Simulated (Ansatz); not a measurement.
Relaxation of the cluster Si2H2⁻ with UKS r2SCAN-D4/def2-TZVPD.

```sh
$ ansatz run in.yaml --threads 4 --pin off --events-out ev --progress --plain --max-ram 3916MiB
```

```yaml
crystal:
  periodic: [false, false, false]
  atoms:
    - {symbol: Si, position_ang: [-0.390100, -1.020470, -0.707580]}
    - {symbol: Si, position_ang: [1.245000, -0.006550, 0.386980]}
    - {symbol: H, position_ang: [0.770730, 1.256680, 0.964360]}
    - {symbol: H, position_ang: [-1.625630, -0.229660, -0.643760]}
basis:
  gaussian: {orbitals: def2-TZVPD}
total_charge: -1
magnetization: {spin_polarized: true, initial_magnetization: 1}
hamiltonian: {xc: r2scan, dispersion: d4}
scf: {omitted_lower_state_checks: [starts]}
output: {orbitals: {seedname: orbitals}}
relax: {f_tol: 0.02, max_steps: 100}
```

Run time 31 s (4 threads of Intel Xeon Platinum 8259CL on a shared host).

Positions (Å) and forces (eV/Å) at steps 1, 2, 3, 4, 5, 6, 7, 8, 9, 10, 11 of 11:

```xyz
4
step=1 energy=-15784.4814 eV
Si   -0.390   -1.020   -0.708    0.189   -1.263   -0.648
Si    1.245   -0.007    0.387    1.371   -0.585    0.077
H     0.771    1.257    0.964   -0.615    1.036    0.413
H    -1.626   -0.230   -0.644   -0.944    0.812    0.157
4
step=2 energy=-15784.6559 eV
Si   -0.381   -1.068   -0.728   -0.196   -0.444   -0.249
Si    1.305   -0.030    0.388    0.616    0.014    0.134
H     0.659    1.243    0.924   -0.215    0.198    0.095
H    -1.583   -0.144   -0.584   -0.204    0.231    0.019
4
step=3 energy=-15784.7350 eV
Si   -0.395   -1.036   -0.651    0.342    0.397    0.613
Si    1.450   -0.011    0.383   -0.403   -0.151   -0.486
H     0.588    1.170    0.907   -0.071   -0.213    0.096
H    -1.643   -0.123   -0.638    0.132   -0.032   -0.222
4
step=4 energy=-15784.6894 eV rejected
Si   -0.422   -0.993   -0.464    0.668    0.692    0.241
Si    1.609    0.051    0.302   -1.774   -0.144   -0.210
H     0.507    1.035    0.932    0.492   -0.321   -0.215
H    -1.694   -0.092   -0.770    0.614   -0.227    0.184
4
step=5 energy=-15784.8174 eV
Si   -0.404   -1.048   -0.558    0.241    0.426    0.393
Si    1.467    0.024    0.311   -0.429   -0.120   -0.300
H     0.550    1.112    0.937    0.016   -0.187    0.035
H    -1.613   -0.087   -0.689    0.173   -0.118   -0.129
4
step=6 energy=-15784.8609 eV
Si   -0.409   -1.034   -0.461    0.059    0.316    0.064
Si    1.478    0.054    0.243   -0.371   -0.053   -0.047
H     0.527    1.053    0.967    0.089   -0.102   -0.061
H    -1.597   -0.073   -0.749    0.223   -0.162    0.044
4
step=7 energy=-15784.8672 eV
Si   -0.415   -1.041   -0.443    0.066    0.169    0.018
Si    1.463    0.066    0.223   -0.203   -0.072   -0.034
H     0.521    1.040    0.972    0.034   -0.014   -0.018
H    -1.569   -0.064   -0.752    0.104   -0.083    0.034
4
step=8 energy=-15784.8618 eV rejected
Si   -0.412   -1.077   -0.477   -0.139    0.016    0.067
Si    1.416    0.056    0.223    0.151    0.086   -0.028
H     0.524    1.070    0.971   -0.006   -0.058    0.052
H    -1.528   -0.050   -0.716   -0.006   -0.044   -0.091
4
step=9 energy=-15784.8689 eV
Si   -0.421   -1.056   -0.433    0.015    0.054   -0.015
Si    1.443    0.073    0.204   -0.063   -0.028    0.003
H     0.522    1.039    0.984    0.019    0.010   -0.007
H    -1.544   -0.056   -0.754    0.029   -0.036    0.019
4
step=10 energy=-15784.8695 eV
Si   -0.422   -1.057   -0.442    0.017    0.020    0.004
Si    1.436    0.071    0.208   -0.022   -0.014   -0.005
H     0.534    1.050    0.990    0.004    0.001    0.001
H    -1.548   -0.064   -0.755    0.001   -0.008    0.000
4
step=11 energy=-15784.8696 eV
Si   -0.422   -1.055   -0.444    0.010    0.011    0.005
Si    1.435    0.069    0.209   -0.009   -0.007   -0.003
H     0.540    1.054    0.994    0.000   -0.002   -0.001
H    -1.553   -0.068   -0.758   -0.001   -0.003   -0.001
```

The highest occupied level of the charge -1 doublet lies above zero (up to 0.28 eV). The electron is either unbound and held by the finite basis, or the level is raised by self-interaction error. Another isomer (doublet) lies 0.33 eV lower at PBE0-D4/def2-TZVPD; other spin states weren't run for this one.
